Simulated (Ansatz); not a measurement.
Ansatz (an electronic-structure program) input (B3LYP/LANL2DZ): The .json file is the Basis Set Exchange's LANL2DZ.

Ansatz 0.2 input:
```yaml
crystal:
  periodic: [false, false, false]
  atoms:
    - {symbol: C, position_ang: [0.01225366, -0.24478813, -1.08693639]}
    - {symbol: Cl, position_ang: [-0.00641773, 0.12820516, 0.56927130]}
    - {symbol: H, position_ang: [0.96940014, -0.33504208, -1.57184899]}
    - {symbol: H, position_ang: [-0.93382079, -0.37571690, -1.58414476]}
basis:
  gaussian:
    orbitals: LANL2DZ.json
hamiltonian:
  xc: {name: B3LYP}
magnetization: {spin_polarized: true, initial_magnetization: 1}
relax: {f_tol: 0.003, max_steps: 120}
```

Output:

```
Functional definition: B3LYP
integrals: 0.00 GiB planned
324 factors; integrals over basis functions are off by at most 2.4e-4 eV
mean field: 0.07 GiB planned
mean field evaluation 1: about -1471.7191 eV, gradient 2.0e1 eV
mean field evaluation 2: about -1470.4568 eV, gradient 2.4e1 eV
mean field evaluation 4: about -1474.1054 eV, gradient 5.1e-1 eV
mean field evaluation 8: about -1474.1022 eV, gradient 5.7e-3 eV
mean field -1474.10216507 eV, -54.1722553838 hartree, gradient 1.5e-5 eV, S^2 0.753812; 0 other end points of the search recorded, 0 dependent functions left out
the calculation of the forces begins
reference -1474.10231556 eV, -54.1722609143 hartree; 8, 7 occupied and 13, 14 virtual orbitals, 324 factors
relax step   1: F+E_penalty+E_count = -1474.10216507 eV  Δ(F+E_penalty+E_count) = +0.000e0 eV  max|allowed force component| = 2.214e0 eV/Å  Δτ_max = 0.0000 Å  (24 SCF iters, accepted)
these checks for a lower state are left out or cut short: starts, cluster_reference, orbital_swaps, neighbouring_geometries, increment
integrals: 0.00 GiB planned
324 factors; integrals over basis functions are off by at most 2.4e-4 eV
mean field: 0.07 GiB planned
mean field evaluation 16: about -1474.1705 eV, gradient 1.4e-2 eV
mean field -1474.16467501 eV, -54.1745525819 hartree, gradient 2.0e-5 eV, S^2 0.753982; 0 other end points of the search recorded, 0 dependent functions left out
the calculation of the forces begins
reference -1474.16482665 eV, -54.1745581547 hartree; 8, 7 occupied and 13, 14 virtual orbitals, 324 factors
relax step   2: F+E_penalty+E_count = -1474.16467501 eV  Δ(F+E_penalty+E_count) = -6.251e-2 eV  max|allowed force component| = 1.205e0 eV/Å  Δτ_max = 0.0291 Å  (25 SCF iters, accepted)
these checks for a lower state are left out or cut short: starts, cluster_reference, orbital_swaps, neighbouring_geometries, increment
integrals: 0.00 GiB planned
324 factors; integrals over basis functions are off by at most 2.5e-4 eV
mean field: 0.07 GiB planned
mean field -1474.19422372 eV, -54.1756384771 hartree, gradient 7.1e-6 eV, S^2 0.754195; 0 other end points of the search recorded, 0 dependent functions left out
the calculation of the forces begins
reference -1474.19437663 eV, -54.1756440965 hartree; 8, 7 occupied and 13, 14 virtual orbitals, 324 factors
relax step   3: F+E_penalty+E_count = -1474.19422372 eV  Δ(F+E_penalty+E_count) = -2.955e-2 eV  max|allowed force component| = 3.280e-1 eV/Å  Δτ_max = 0.0283 Å  (26 SCF iters, accepted)
these checks for a lower state are left out or cut short: starts, cluster_reference, orbital_swaps, neighbouring_geometries, increment
integrals: 0.00 GiB planned
324 factors; integrals over basis functions are off by at most 2.5e-4 eV
mean field: 0.07 GiB planned
mean field evaluation 32: about -1474.2029 eV, gradient 1.0e-3 eV
mean field -1474.19616285 eV, -54.1757097388 hartree, gradient 1.7e-5 eV, S^2 0.754234; 0 other end points of the search recorded, 0 dependent functions left out
the calculation of the forces begins
reference -1474.19631593 eV, -54.1757153642 hartree; 8, 7 occupied and 13, 14 virtual orbitals, 324 factors
relax step   4: F+E_penalty+E_count = -1474.19616285 eV  Δ(F+E_penalty+E_count) = -1.939e-3 eV  max|allowed force component| = 8.075e-2 eV/Å  Δτ_max = 0.0068 Å  (27 SCF iters, accepted)
these checks for a lower state are left out or cut short: starts, cluster_reference, orbital_swaps, neighbouring_geometries, increment
integrals: 0.00 GiB planned
324 factors; integrals over basis functions are off by at most 2.5e-4 eV
mean field: 0.07 GiB planned
mean field -1474.19644259 eV, -54.1757200190 hartree, gradient 7.0e-5 eV, S^2 0.754233; 0 other end points of the search recorded, 0 dependent functions left out
the calculation of the forces begins
reference -1474.19659561 eV, -54.1757256424 hartree; 8, 7 occupied and 13, 14 virtual orbitals, 324 factors
relax step   5: F+E_penalty+E_count = -1474.19644259 eV  Δ(F+E_penalty+E_count) = -2.797e-4 eV  max|allowed force component| = 1.394e-2 eV/Å  Δτ_max = 0.0031 Å  (17 SCF iters, accepted)
these checks for a lower state are left out or cut short: starts, cluster_reference, orbital_swaps, neighbouring_geometries, increment
integrals: 0.00 GiB planned
324 factors; integrals over basis functions are off by at most 2.5e-4 eV
mean field: 0.07 GiB planned
mean field -1474.19645348 eV, -54.1757204191 hartree, gradient 2.5e-5 eV, S^2 0.754229; 0 other end points of the search recorded, 0 dependent functions left out
the calculation of the forces begins
reference -1474.19660647 eV, -54.1757260414 hartree; 8, 7 occupied and 13, 14 virtual orbitals, 324 factors
relax step   6: F+E_penalty+E_count = -1474.19645348 eV  Δ(F+E_penalty+E_count) = -1.089e-5 eV  max|allowed force component| = 1.186e-3 eV/Å  Δτ_max = 0.0008 Å  (18 SCF iters, accepted)
integrals: 0.00 GiB planned
324 factors; integrals over basis functions are off by at most 2.5e-4 eV
mean field: 0.07 GiB planned
mean field evaluation 64: about -1474.1965 eV, gradient 2.5e-5 eV
mean field -1474.19645348 eV, -54.1757204191 hartree, gradient 2.5e-5 eV, S^2 0.754229; 1 other end points of the search recorded, 0 dependent functions left out
the calculation of the forces begins
reference -1474.19660647 eV, -54.1757260414 hartree; 8, 7 occupied and 13, 14 virtual orbitals, 324 factors
Total energy: -1474.19660647 eV, -54.1757260414 hartree
Atom 0 at     0.012607    -0.251843    -1.118261 Å, force    -0.000008     0.000165     0.000734 eV/Å
Atom 1 at    -0.007053     0.140894     0.625612 Å, force     0.000013    -0.000267    -0.001186 eV/Å
Atom 2 at     0.984577    -0.337538    -1.584260 Å, force    -0.000143     0.000048     0.000225 eV/Å
Atom 3 at    -0.948715    -0.378855    -1.596750 Å, force     0.000138     0.000054     0.000227 eV/Å
Dipole moment:     0.003594    -0.071804    -0.318832 e Å
```
